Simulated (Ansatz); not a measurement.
# How methods differ on SiH2 (SMILES [SiH2])

SiH2 has 3 atoms, charge 0, and is taken as a singlet. As SMILES, `[SiH2]`. The shape is that of a PBE0-D4/def2-TZVP optimisation.

```xyz
3

Si   -0.4912    0.4686   -0.2136
H     0.8403    0.5786    0.5225
H    -0.3491   -1.0472   -0.3089
```

Quantity: the energy change with the Si1–H2 bond stretched from 1.525 to 1.907 Å, in eV. The values are calculated.

```csv
level,kind,program,value (eV),less FCI/3-21G
HF/3-21G (restricted),Hartree–Fock,Ansatz,0.64,+0.21
PBE/3-21G (restricted),GGA,Ansatz,0.44,+0.01
r2SCAN/3-21G (restricted),meta-GGA,Ansatz,0.51,+0.08
PBE0/3-21G (restricted),global hybrid,Ansatz,0.52,+0.09
BCCD(T)/3-21G (restricted),coupled cluster or CI,Ansatz,0.43,0.00
CCSD/3-21G (restricted),coupled cluster or CI,Ansatz,0.43,0.00
CCSDT(Q)/3-21G (restricted),coupled cluster or CI,Ansatz,0.43,0.00
FCI/3-21G,exact in the basis,Ansatz,0.43,0.00
```

FCI/3-21G is exact within its basis and frozen core, so for wave-function methods in that basis the difference is their error; functionals converge differently with the basis, so for them it is only a difference. The first shape isn't each level's own minimum. The values span 0.43 to 0.64 eV. All rows use very small basis sets, so none should be taken for the real molecule's value.
